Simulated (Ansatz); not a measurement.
`[SiH3]BS` + PH₃ → `PBS` + SiH₄ at 700 K and 1 bar (cleavage of the B–Si bond).

Program: Ansatz. Geometries: PBE0-D4/def2-TZVP. ΔE: electronic, gas phase. CBS: MP2 limit from def2 TZ/QZ plus the TZ coupled-cluster correction, frozen cores. This one scheme is used for every species. One conformer a species, not always the lowest.

| species | CCSD(T)/CBS energy (Eh) | H − E (kJ/mol) | S (J/(mol·K)) |
| --- | --- | --- | --- |
| `[SiH3]BS` | -714.65737 | 185.0 | 400.2 |
| PH₃ | -342.72256 | 91.5 | 248.3 |
| `PBS` | -765.92930 | 160.9 | 376.5 |
| SiH₄ | -291.46306 | 115.5 | 252.9 |

H − E and S are ideal-gas, rigid-rotor, harmonic terms from PBE0-D4/def2-TZVP, for one conformer and one mirror image of each species. 1 Eh = 2625.50 kJ/mol, R = 8.31446 J/(mol·K).

By hand: ΔE, ΔH, ΔS and ΔG.

ΔE = (-765.92930) + (-291.46306) − (-714.65737) − (-342.72256) = -0.01243 Eh = -32.6 kJ/mol. Δ(H − E) = 160.9 + 115.5 − 185.0 − 91.5 = -0.1, so ΔH = -32.7 kJ/mol. ΔS = 376.5 + 252.9 − 400.2 − 248.3 = -19.1 J/(mol·K). ΔG = -32.7 − 700 × (-19.1)/1000 = -19.3 kJ/mol.

By hand: the equilibrium constant, and the temperature at which ΔG would vanish if ΔH and ΔS stayed fixed.

log₁₀ K = −ΔG/(RT ln 10) = 1.4. ΔG = 0 at ΔH/ΔS = 1712 K, though so small a ΔS makes that figure unsure.

TΔS isn't small against ΔH here. A doubt of 5 kJ/mol in ΔE shifts log₁₀ K by 0.4 here. Other conformers and mirror images would add mixing entropy, several J/(mol·K) or more a flexible species. These are equilibria of isolated gas molecules and say nothing of rates. Largest T1 diagnostic: 0.016 (customary marks: 0.02 for closed shells, 0.045 for open ones).
